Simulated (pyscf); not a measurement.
`[BiH3]` + `[GeH4]` → `[GeH3][BiH2]` + `[H][H]` (four-centre exchange; singlet surface; Bi–H, Ge–H broken, Bi–Ge, H–H formed). Single points on ωB97X-D3(BJ)/def2-SVP structures (PySCF, gas phase). Energies in kcal/mol from the separated reactants.

```tsv
level	barrier	reaction energy
ωB97X-D3(BJ)/def2-TZVP	63.3	-14.2
PBE/def2-TZVP	?	-8.7
B3LYP-D3(BJ)/def2-TZVP	56.4	-9.0
PBE0-D3(BJ)/def2-TZVP	55.7	-9.3
M06-2X/def2-TZVP	?	?
ωB97M-D3(BJ)/def2-TZVP	63.6	-6.9
```

Problem. Fill in the missing entries.

Solution. 
- PBE/def2-TZVP, barrier: 50.8
- M06-2X/def2-TZVP, barrier: 60.4
- M06-2X/def2-TZVP, reaction energy: -9.7

The functionals in the table span 12.8 kcal/mol in this barrier, from PBE to ωB97M-D3(BJ)/def2-TZVP. From the product side, GeH₃• + BiH₂• + H₂ lies, by one bond made or cut, 19.7 kcal/mol under this saddle at ωB97M-D3(BJ)/def2-TZVP. One saddle was located; it need not be the lowest between these sides. One closed-shell reference is unstable to symmetry breaking; treat the single-reference values with care. Elements up to Kr have no core potential and no relativistic terms here. Elements past Kr carry the def2 core potentials, without spin-orbit coupling.
